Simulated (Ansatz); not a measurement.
Results of LDA (PAW; Ansatz, a quantum-chemistry and plane-wave program) for chalcopyrite ZnGeP₂.

Settings: plane-wave cutoff 520 eV, 10×10×10 k mesh, Fermi–Dirac smearing 0.01 eV, scalar-relativistic PAW data made under PBE.

The cell is scaled about its equilibrium volume (c/a stays at 1.977):

Shape and atoms are relaxed at each volume.

| V (Å³/atom) | P (GPa) | direct gap at Γ (eV) | smallest gap on the k mesh (eV) |
|---|---|---|---|
| 18.408 | 3.98 | 1.087 | 0.969 |
| 18.792 | 1.88 | 1.134 | 1.002 |
| 19.175 | 0.00 | 1.179 | 1.033 |
| 19.559 | -1.68 | 1.221 | 1.060 |
| 19.942 | -3.19 | 1.174 | 1.055 |

The fundamental gap (1.00 eV at the equilibrium volume, with added k points) lies elsewhere than Γ–Γ.

Measured, for comparison: band gap 2.05 eV (temperature not stated, no zero-point or thermal correction, pseudodirect, our sources range from 1.80 to 2.20; as tabulated in Rashkeev et al. (1999), arXiv:cond-mat/9809378).

Note: the bulk modulus comes from volumes at which shape and atoms were relaxed.

Spin–orbit coupling is not included.
